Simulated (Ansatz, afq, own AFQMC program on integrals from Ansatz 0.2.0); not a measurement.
# BGeH$_{2}$, quartet: AFQMC among the cluster methods

```
atom   x (Å)    y (Å)    z (Å)
  Ge  0.0000   0.0000   0.2232
   B  0.0000   0.0000  -1.7074
   H  0.0000   1.2593   1.1123
   H  0.0000  -1.2593   1.1123
```

Connectivity, by distances: GeH2–B.

Basis cc-pVDZ. Only valence electrons are correlated. Integrals, coupled cluster, full CI and functionals: Ansatz 0.2.0; the random walks run on the same integrals in our own AFQMC program. ph-AFQMC/CISD is guided by a CISD state made of CCSD amplitudes; releasing the constraint for a short imaginary time cuts its bias at the price of noise, slowly where states lie close. ± is one standard error of the sampling. No spin–orbit coupling.

Determinant: ROHF, the one that the program's search chose, which needn't be the lowest solution. The geometry is a point of a scan.

No full CI on the walks' own integrals is used here; CCSDT(Q) serves as the reference and is uncertain by about the last step of the cluster series.

Cautions: no relativity below Rb; no spin-orbit coupling; inner d shell frozen; lower spins were not checked; the ph-AFQMC/HF walk drifts between its halves (2.3 errors).

The T1 diagnostic is 0.0226, the weight of the determinant in the CISD state is 0.895 and the size of the correlated space is 9 electrons in 36 orbitals.

Reference: CCSDT(Q), correlation energy -4.340 eV. The released energy is read at 2.40 1/Eh (meV from the phaseless value at times in 1/Eh: -4 ± 10 at 0.24, -9 ± 7 at 0.51, -6 ± 8 at 0.99, -12 ± 7 at 1.62, -14 ± 9 at 2.40).

```tsv
level	E − E(reference) (mEh)	share of correlation (%)
HF	159.51	0.00
MP2	37.46	76.52
CCSD	6.09	96.18
CCSD(T)	1.44	99.10
CCSDT	0.23	99.86
ph-AFQMC/HF	2.72 ± 1.23	98.30
ph-AFQMC/CISD	0.59 ± 0.27	99.63
released AFQMC	0.08 ± 0.33	99.95
```

A walk keeps the symmetry of its determinant, which the program's search chose and which needn't be the lowest solution, so a lower state of the same spin and another symmetry isn't excluded. Released energies are given only where the last usable release times agree within the noise; a slower fall can still hide under it.
